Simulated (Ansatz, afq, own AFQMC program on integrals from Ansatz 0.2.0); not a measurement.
Integrals from Ansatz 0.2.0, then the random walk in our own AFQMC program (afq).

```yaml
crystal:
  periodic: [false, false, false]
  atoms:
    - {symbol: H, position_ang: [-2.662123, 0.047936, 0.000000]}
    - {symbol: H, position_ang: [-1.483123, 0.047936, 0.000000]}
    - {symbol: Si, position_ang: [0.129877, 0.047936, 0.000000]}
    - {symbol: H, position_ang: [0.526312, -1.431577, 0.000000]}
basis:
  gaussian: {orbitals: cc-pVTZ}
magnetization: {spin_polarized: false, initial_magnetization: 1}
correlation: {method: ccsd_t, electrons: outside_noble_gas, hamiltonian_folder: ham}
```

```sh
$ ansatz run in.yaml --threads 1 --pin off --events-out ev --progress --plain --max-ram 16896MiB --backend cuda --devices 0, --max-vram 18GiB
```

afq runs on the folder ham with

```
--method phaseless --trial hf --walkers 3300 --populations 20 --least-time 40 --time-step 0.005 --steps-per-block 20 --equilibration-blocks 112 --max-blocks 4000 --target-error 0.0008 --factor-cut 1e-05 --start spin_pure --seed 8093 --taylor-order 6
```

Times are imaginary, in 1/Eh. The walk had a cap of 98 s. With eight or more populations the least sampling time is a fifth of least-time, and the error comes from their spread.

Output of the walk:

```
orbitals 71  electrons 4 3  factors 426 of 432
reference energy -290.50426915 Eh
CCSD correlation -0.15686725 Eh in 13 cycles, weight of the determinant in the CISD state 0.8703
energy of the start -290.504269 Eh
 block  time / (1/Eh)  mean weight  energy / Eh
     1     0.100  1.0005  -290.532186
     2     0.200  1.0008  -290.553106
     3     0.300  1.0010  -290.569000
     4     0.400  1.0008  -290.581499
     5     0.500  1.0006  -290.591303
     8     0.800  1.0003  -290.612803
    13     1.300  1.0001  -290.635462
    25     2.500  0.9999  -290.655334
    37     3.700  0.9999  -290.662374
    49     4.900  1.0000  -290.664728
    61     6.100  1.0003  -290.665429
    73     7.300  1.0001  -290.664386
    85     8.500  0.9998  -290.664095
    97     9.700  1.0002  -290.665752
   109    10.900  0.9998  -290.666201
   121    12.100  1.0001  -290.665881
   133    13.300  1.0003  -290.666406
   145    14.500  0.9998  -290.665549
   157    15.700  1.0000  -290.671106
   169    16.900  1.0000  -290.669215
   181    18.100  1.0000  -290.665171
   189    18.900  0.9997  -290.661771
error from the spread of 20 populations
energy -290.666918 +/- 0.000782 Eh
(rows thinned)
```

The run passed its tests (sampling time, drift between the halves within three errors, error under three times the target), which doesn't prove that it has relaxed.

Against this walk (error 21.3 meV) on the same determinant: CCSD(T) 25.9 meV higher (within the noise), CCSDT(Q) 9.1 meV lower (within the noise), a separate phaseless walk with a CISD trial and standard settings 9.3 ± 21.5 meV higher (within the noise). The error is statistical and leaves out the bias of the constraint.

Cautions: constraint bias not in the error; higher spins were not checked; a spin-contaminated unrestricted determinant lies lower (UHF 369 meV lower, ⟨S²⟩ 1.25); raised T1 diagnostic (T1 0.044, weight of the determinant 0.87, largest double 0.07).

The walk took 27 s on 1 × NVIDIA H100 80GB HBM3 with 2 threads of AMD EPYC 7R13 Processor (Zen 3) (shared host) (the card was shared). The log's last line is the phaseless energy.

CCSDT and higher add their correlation energy to the determinant of the CCSD(T) run, since their own runs factorise the integrals more tightly (a shift of under 2 meV). A walk keeps the symmetry of its determinant, which the program's search chose and which needn't be the lowest solution, so a lower state of the same spin and another symmetry isn't excluded.
